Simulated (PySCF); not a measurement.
Gas-phase reaction: 3 (CH3)3SiH = 3 SiH4 + 2 C3H7 (i-propyl) + C3H4 (allene)

Energies from PySCF, thermal terms from the rigid-rotor harmonic-oscillator model, ideal gas at 1 bar. † marks an energy on the PBE0/def2-TZVP geometry and frequencies. MP2 freezes the core. Open shells (unrestricted): C3H7 (i-propyl) (multiplicity 2); the rest are closed-shell singlets. MP2 isn't extrapolated to the basis-set limit.

MP2/def2-SVP† gives ΔH°(298 K) = 865 kJ.

Question: What do MP2/def2-TZVPP†, PBE/def2-TZVP†, r2SCAN/def2-TZVP† give?

Answer: MP2/def2-TZVPP†: 951 kJ; PBE/def2-TZVP†: 853 kJ; r2SCAN/def2-TZVP†: 873 kJ. For scale, ΔH°(298 K) is 865 kJ at this level, 912 kJ at ωB97M-V/def2-TZVP†, and runs from 466 to 983 kJ over the 18 levels computed.
